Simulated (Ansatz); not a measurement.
Geometry optimisation, RKS B3LYP-D4/def2-SVP (Ansatz).

The input (input.yaml):

```yaml
crystal:
  periodic: [false, false, false]
  atoms:
    - { symbol: "N", position_ang: [-0.9342, 0.8909, -0.3869] }
    - { symbol: C, position_ang: [0.2102, 0.3966, 0.232] }
    - { symbol: C, position_ang: [0.3547, -1.078, 0.4127] }
    - { symbol: O, position_ang: [1.1022, -0.3648, -0.6505] }
    - { symbol: H, position_ang: [-1.2391, 0.3265, -1.1986] }
    - { symbol: H, position_ang: [-0.7627, 1.8491, -0.8316] }
    - { symbol: H, position_ang: [0.7399, 1.0554, 0.9455] }
    - { symbol: H, position_ang: [1.0487, -1.4009, 1.2379] }
    - { symbol: H, position_ang: [-0.4313, -1.721, 0.2224] }
basis:
  gaussian: { orbitals: def2-SVP }
hamiltonian:
  xc: b3lyp
  dispersion: d4
relax:
  f_tol: 0.015
  max_steps: 40
```

Launched with:

```bash
$ ansatz run input.yaml --threads 1 --pin off --max-ram 2048MiB --backend cpu --events-out ev --progress --plain --runs-dir out
```

Task: Where does it end, and by what steps?

Result: The run converged. After 5 steps the energy has fallen by 0.350 eV; H5 moved furthest, 0.20 Å.

```tsv
step	energy less start (eV)	largest force component (eV/Å)	accepted
0	0.0000	3.543	yes
1	-0.2905	1.256	yes
2	-0.3171	0.774	yes
3	-0.3482	0.167	yes
4	-0.3498	0.038	yes
5	-0.3499	0.014	yes
```

```xyz
9
Properties=species:S:1:pos:R:3
N -0.927 0.940 -0.380
C 0.238 0.393 0.202
C 0.395 -1.044 0.423
O 1.156 -0.380 -0.587
H -1.356 0.296 -1.044
H -0.722 1.808 -0.874
H 0.732 1.090 0.893
H 0.960 -1.419 1.288
H -0.387 -1.729 0.062
```

Whether the end is a true minimum wasn't checked by a vibrational analysis.

Time of the run: 20 s on 1 thread of Arm Neoverse V1, with other jobs on the host, peak memory 0.15 GiB.
